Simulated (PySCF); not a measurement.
# Assigning NMR signals

Molfile (atoms numbered from 1):
```
C3H6S
     RDKit          3D

 10 10  0  0  0  0  0  0  0  0999 V2000
   -1.0604   -0.5380   -0.3842 C   0  0  0  0  0  0  0  0  0  0  0  0
    0.3413   -0.4127    0.1335 C   0  0  1  0  0  0  0  0  0  0  0  0
    0.9892    0.9135    0.2092 C   0  0  0  0  0  0  0  0  0  0  0  0
    0.5898    0.2047    1.8186 S   0  0  0  0  0  0  0  0  0  0  0  0
   -1.6624    0.3162   -0.0685 H   0  0  0  0  0  0  0  0  0  0  0  0
   -1.0581   -0.5761   -1.4785 H   0  0  0  0  0  0  0  0  0  0  0  0
   -1.5382   -1.4465   -0.0139 H   0  0  0  0  0  0  0  0  0  0  0  0
    0.9996   -1.2427   -0.1077 H   0  0  0  0  0  0  0  0  0  0  0  0
    0.3964    1.7761   -0.0781 H   0  0  0  0  0  0  0  0  0  0  0  0
    2.0469    0.9895   -0.0170 H   0  0  0  0  0  0  0  0  0  0  0  0
  1  2  1  0
  2  3  1  0
  3  4  1  0
  4  2  1  0
  1  5  1  0
  1  6  1  0
  1  7  1  0
  2  8  1  1
  3  9  1  0
  3 10  1  0
M  END
```

PySCF 2.14.0 with density-fitted response routines calculation with GIAO B97-2/pcSseg-2 shieldings and PBE0-D3(BJ)/def2-TZVP geometry; one computed conformer, one averaged value for each set of equivalent atoms, gas phase, non-relativistic Hamiltonian.

Chemical shifts δ = σref − σ; ¹³C, ¹H against TMS, all at this level.

(1) Assign these signals to the numbered atoms. ¹³C{¹H} NMR (computed): δ 33.3, 29.2, 25.2.

(2) Assign these signals to the numbered atoms. ¹H NMR (300 MHz, computed): δ 2.74 (m, 1H), 2.36 (m, 1H), 1.89 (m, 1H), 1.45 (d, 3H).

## Answers

(1) 
```tsv
δ (ppm)	atoms	environment	reason
33.3	C2	thiirane ring carbon	–
29.2	C3	thiirane ring carbon	–
25.2	C1	methyl carbon	saturated and bonded to C and H only
```

(2) 
2.74 → H8, hydrogen on a thiirane ring carbon
2.36 → H10, hydrogen on a thiirane ring carbon
1.89 → H9, hydrogen on a thiirane ring carbon
1.45 → H5/H6/H7, hydrogen on a methyl carbon

Shifts are as computed. Against solution values, carbons near 30 ppm lie about +3 ppm off and those near 130 ppm about +7 ppm; carbons on S a further +4 ppm. Of 1211 compounds with measured shifts, 218 miss one by over three times the rms of a fit or turn the order of signals round; such compounds aren't used in these exercises. No couplings were computed; multiplicities are counted from neighbouring protons, with m where these are inequivalent, close in shift, in a saturated or five-membered ring or joined by F or P, and br s for small geminal =CH2 splittings.
